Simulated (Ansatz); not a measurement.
Candidates: antiferromagnetic (type II) rock-salt NiO, cubic perovskite BaZrO3, rock-salt CaO, anatase TiO2 (metastable phase), corundum (α-Al2O3). Level: r²SCAN+rVV10 (plane waves, PAW; Ansatz, a quantum-chemistry and plane-wave program).

Ansatz's runs of these crystals have no spin polarisation, but for antiferromagnetic (type II) rock-salt NiO.

Density-functional runs with spin start from opposed moments for antiferromagnetic (type II) rock-salt NiO.

Density-functional gaps are differences of (generalised) Kohn–Sham levels.

Measured gaps can lie in another order.

Spin–orbit coupling is included only where a level's name says +SOC; with heavier elements it mostly lowers gaps and can invert bands. Each level is taken at its own relaxed cell. Ansatz's density-functional and Hartree–Fock values are scalar-relativistic unless marked +SOC, with PAW data made under PBE.

### Question
Which of them have a computed band gap between 3.1 and 5.7 eV?

### Answer
cubic perovskite BaZrO3, rock-salt CaO. The values: antiferromagnetic (type II) rock-salt NiO 2.37 eV; cubic perovskite BaZrO3 3.74 eV; rock-salt CaO 4.16 eV; anatase TiO2 (metastable phase) 2.51 eV; corundum (α-Al2O3) 7.15 eV.
